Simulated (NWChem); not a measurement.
The numbers come from NWChem runs, not from measurements. System: H₂N, charge 0, spin multiplicity 2, at a geometry optimised with UPBE/def2-SVP. The structure started from a generated list of species. Its SCF solution wasn't tested for a lower state. Level: UHF/def2-TZVP.

Part of the output:

```
             Northwest Computational Chemistry Package (NWChem) 7.3.0
             --------------------------------------------------------

                                NWChem Input Module
                                -------------------

 Scaling coordinates for geometry "geometry" by  1.889725989
 (inverse scale =  0.529177249)

 Turning off AUTOSYM since
 SYMMETRY directive was detected!

                             Geometry "geometry" -> ""
                             -------------------------

 Output coordinates in angstroms (scale by  1.889725989 to convert to a.u.)

  No.       Tag          Charge          X              Y              Z
 ---- ---------------- ---------- -------------- -------------- --------------
    1 N                    7.0000     0.00000000     0.00000000     0.14939700
    2 H                    1.0000     0.80267200     0.00000000    -0.52288800
    3 H                    1.0000    -0.80267200     0.00000000    -0.52288800

 Effective nuclear repulsion energy (a.u.)       7.4054177681

            Nuclear Dipole moment (a.u.)
            ----------------------------
        X                 Y               Z
 ---------------- ---------------- ----------------
     0.0000000000     0.0000000000     0.0000056692

      Symmetry information
      --------------------

 Group name             C2v
 Group number             16
 Group order               4
 No. of unique centers     2

      Symmetry unique atoms

     1    2


 Summary of "ao basis" -> "" (spherical)
 ------------------------------------------------------------------------------
       Tag                 Description            Shells   Functions and Types
 ---------------- ------------------------------  ------  ---------------------
 *                         def2-tzvp                  on all atoms

 Summary of "ao basis" -> "ao basis" (spherical)
 ------------------------------------------------------------------------------
       Tag                 Description            Shells   Functions and Types
 ---------------- ------------------------------  ------  ---------------------
 N                         def2-tzvp                11       31   5s3p2d1f
 H                         def2-tzvp                 4        6   3s1p

                                 NWChem SCF Module
                                 -----------------

  ao basis        = "ao basis"
  functions       =    43
  atoms           =     3
  alpha electrons =     5
  beta  electrons =     4
  charge          =   0.00
  wavefunction    = UHF
  use symmetry    = T
  symmetry adapt  = T

 Summary of "ao basis" -> "ao basis" (spherical)
 ------------------------------------------------------------------------------
       Tag                 Description            Shells   Functions and Types
 ---------------- ------------------------------  ------  ---------------------
 N                         def2-tzvp                11       31   5s3p2d1f
 H                         def2-tzvp                 4        6   3s1p

      Symmetry analysis of basis
      --------------------------

        a1         19
        a2          4
        b1         12
        b2          8

 Forming initial guess at       0.0s

   Symmetry analysis of molecular orbitals - initial alpha
   -------------------------------------------------------

  Numbering of irreducible representations:

     1 a1          2 a2          3 b1          4 b2

  Orbital symmetries:

     1 a1          2 a1          3 b1          4 a1          5 b2
     6 a1          7 b1          8 b1          9 b2         10 a1
    11 a1         12 a1         13 b1         14 a1         15 a2

   Symmetry analysis of molecular orbitals - initial beta
   ------------------------------------------------------

  Numbering of irreducible representations:

     1 a1          2 a2          3 b1          4 b2

  Orbital symmetries:

     1 a1          2 a1          3 b1          4 a1          5 b2
     6 a1          7 b1          8 b1          9 a1         10 b2
    11 a1         12 a1         13 b1         14 a1         15 a2

 Starting SCF solution at       0.0s

 ----------------------------------------------
         Quadratically convergent UHF
[...]
     7      0.458106  1 N  py                10      0.442512  1 N  py
    13      0.282580  1 N  py

 Vector    5  Occ=1.000000D+00  E=-5.098388D-01  Symmetry=a1
              MO Center=  4.0D-16,  2.9D-15,  2.2D-01, r^2= 9.1D-01
   Bfn.  Coefficient  Atom+Function         Bfn.  Coefficient  Atom+Function
  ----- ------------  ---------------      ----- ------------  ---------------
     8      0.377981  1 N  pz                11      0.340822  1 N  pz
    14      0.220370  1 N  pz                 4      0.218127  1 N  s
     5      0.206515  1 N  s

 Vector    6  Occ=0.000000D+00  E= 1.288508D-01  Symmetry=a1
              MO Center=  1.8D-16, -8.0D-16, -8.8D-01, r^2= 4.2D+00
   Bfn.  Coefficient  Atom+Function         Bfn.  Coefficient  Atom+Function
  ----- ------------  ---------------      ----- ------------  ---------------
     5      1.892953  1 N  s                 34     -1.417700  2 H  s
    40     -1.417700  3 H  s                 14     -0.633319  1 N  pz
     4     -0.277148  1 N  s                  3      0.213972  1 N  s

 Vector    7  Occ=0.000000D+00  E= 2.016339D-01  Symmetry=b1
              MO Center= -7.4D-16,  4.5D-31, -8.9D-01, r^2= 4.6D+00
   Bfn.  Coefficient  Atom+Function         Bfn.  Coefficient  Atom+Function
  ----- ------------  ---------------      ----- ------------  ---------------
    34      2.012410  2 H  s                 40     -2.012410  3 H  s
    12     -0.942299  1 N  px                33     -0.248082  2 H  s
    39      0.248082  3 H  s                  6     -0.208299  1 N  px

 Vector    8  Occ=0.000000D+00  E= 4.416038D-01  Symmetry=b1
              MO Center= -1.8D-16, -9.9D-31,  3.5D-01, r^2= 2.8D+00
   Bfn.  Coefficient  Atom+Function         Bfn.  Coefficient  Atom+Function
  ----- ------------  ---------------      ----- ------------  ---------------
    12      1.605110  1 N  px                33     -1.289872  2 H  s
    39      1.289872  3 H  s                 23      0.238655  1 N  d  1
     9      0.210056  1 N  px

                     UHF Final Beta Molecular Orbital Analysis
                     -----------------------------------------

 Vector    2  Occ=1.000000D+00  E=-1.034986D+00  Symmetry=a1
              MO Center= -1.8D-17, -4.0D-33, -1.3D-01, r^2= 6.8D-01
   Bfn.  Coefficient  Atom+Function         Bfn.  Coefficient  Atom+Function
  ----- ------------  ---------------      ----- ------------  ---------------
     4      0.404699  1 N  s                  3      0.307907  1 N  s
     2     -0.209048  1 N  s

 Vector    3  Occ=1.000000D+00  E=-6.065632D-01  Symmetry=b1
              MO Center= -2.5D-15,  1.5D-16, -1.6D-01, r^2= 1.0D+00
   Bfn.  Coefficient  Atom+Function         Bfn.  Coefficient  Atom+Function
  ----- ------------  ---------------      ----- ------------  ---------------
     6      0.321229  1 N  px                 9      0.276189  1 N  px
    33      0.227659  2 H  s                 39     -0.227659  3 H  s

 Vector    4  Occ=1.000000D+00  E=-4.661006D-01  Symmetry=a1
              MO Center=  2.8D-15, -1.7D-17,  2.9D-01, r^2= 9.3D-01
   Bfn.  Coefficient  Atom+Function         Bfn.  Coefficient  Atom+Function
  ----- ------------  ---------------      ----- ------------  ---------------
     8      0.361258  1 N  pz                11      0.319348  1 N  pz
    14      0.247079  1 N  pz                 5      0.241164  1 N  s
     4      0.238638  1 N  s                  3      0.158301  1 N  s

 Vector    5  Occ=0.000000D+00  E= 1.119527D-01  Symmetry=b2
              MO Center=  3.4D-16, -2.1D-15,  1.1D-01, r^2= 1.6D+00
   Bfn.  Coefficient  Atom+Function         Bfn.  Coefficient  Atom+Function
  ----- ------------  ---------------      ----- ------------  ---------------
    13      0.691751  1 N  py                 7      0.303295  1 N  py
    10      0.190897  1 N  py

 Vector    6  Occ=0.000000D+00  E= 1.365378D-01  Symmetry=a1
              MO Center= -1.3D-15, -3.4D-16, -9.0D-01, r^2= 4.3D+00
   Bfn.  Coefficient  Atom+Function         Bfn.  Coefficient  Atom+Function
  ----- ------------  ---------------      ----- ------------  ---------------
     5      1.998953  1 N  s                 34     -1.459089  2 H  s
    40     -1.459089  3 H  s                 14     -0.659153  1 N  pz
     4     -0.321213  1 N  s                  3      0.215633  1 N  s

 Vector    7  Occ=0.000000D+00  E= 2.072501D-01  Symmetry=b1
              MO Center= -4.2D-15, -2.2D-18, -8.9D-01, r^2= 4.6D+00
   Bfn.  Coefficient  Atom+Function         Bfn.  Coefficient  Atom+Function
  ----- ------------  ---------------      ----- ------------  ---------------
    34      2.044827  2 H  s                 40     -2.044827  3 H  s
    12     -0.980111  1 N  px                33     -0.269835  2 H  s
    39      0.269835  3 H  s                  6     -0.207721  1 N  px

 center of mass
 --------------
 x =   0.00000000 y =   0.00000000 z =   0.12245948

 moments of inertia (a.u.)
 ------------------
           2.843905013553           0.000000000000           0.000000000000
           0.000000000000           7.481459460854           0.000000000000
           0.000000000000           0.000000000000           4.637554447301

  Mulliken analysis of the total density
  --------------------------------------

    Atom       Charge   Shell Charges
 -----------   ------   -------------------------------------------------------
    1 N    7     7.45   0.82  1.16  0.58  0.91  0.29  1.36  1.57  0.74  0.01  0.03  0.00
    2 H    1     0.77   0.25  0.42  0.07  0.03
    3 H    1     0.77   0.25  0.42  0.07  0.03

  Mulliken analysis of the alpha density
  --------------------------------------

    Atom       Charge   Shell Charges
 -----------   ------   -------------------------------------------------------
    1 N    7     4.29   0.41  0.58  0.30  0.47  0.14  0.88  1.02  0.46  0.00  0.02  0.00
    2 H    1     0.36   0.12  0.19  0.03  0.02
    3 H    1     0.36   0.12  0.19  0.03  0.02

   Mulliken analysis of the beta density
   -------------------------------------

    Atom       Charge   Shell Charges
 -----------   ------   -------------------------------------------------------
    1 N    7     3.16   0.41  0.58  0.28  0.44  0.15  0.47  0.55  0.27  0.00  0.01  0.00
    2 H    1     0.42   0.13  0.23  0.04  0.01
    3 H    1     0.42   0.13  0.23  0.04  0.01

   Mulliken analysis of the spin density
   -------------------------------------

    Atom       Charge   Shell Charges
 -----------   ------   -------------------------------------------------------
    1 N    7     1.13   0.00 -0.00  0.03  0.03 -0.00  0.41  0.47  0.19 -0.00  0.00 -0.00
    2 H    1    -0.06  -0.01 -0.04 -0.01  0.00
    3 H    1    -0.06  -0.01 -0.04 -0.01  0.00

       Multipole analysis of the density wrt the origin
       ------------------------------------------------

     L   x y z        total         alpha         beta         nuclear
     -   - - -        -----         -----         ----         -------
     0   0 0 0     -0.000000     -5.000000     -4.000000      9.000000

     1   1 0 0      0.000000      0.000000     -0.000000      0.000000
     1   0 1 0     -0.000000      0.000000     -0.000000      0.000000
     1   0 0 1     -0.802975     -0.537274     -0.265707      0.000006

     2   2 0 0     -4.162463     -4.491571     -4.272439      4.601547
     2   1 1 0      0.000000      0.000000      0.000000      0.000000
     2   1 0 1     -0.000000      0.000000     -0.000000      0.000000
     2   0 2 0     -5.285304     -3.477777     -1.807527      0.000000
     2   0 1 1      0.000000      0.000000      0.000000      0.000000
     2   0 0 2     -5.564831     -4.189867     -3.885636      2.510672

 Task  times  cpu:        0.1s     wall:        0.1s

 Total times  cpu:        0.2s     wall:        0.2s
```

### Question
Write an NWChem input that would produce this output.

### Answer
One answer among several that fit: 
```
start mol
memory heap 200 mb stack 900 mb global 1100 mb
geometry units angstroms nocenter noautoz
  N      0.000000     0.000000     0.149397
  H      0.802672     0.000000    -0.522888
  H     -0.802672     0.000000    -0.522888
  symmetry group C2v
end
basis spherical
  * library def2-tzvp
end
scf
  uhf
  nopen 1
  maxiter 100
  thresh 1e-7
  semidirect memsize 60000000 filesize 0
  # guess.movecs holds the orbitals of an unrestricted PBE0 run
  vectors input guess.movecs output mol.movecs
end
task scf energy
```
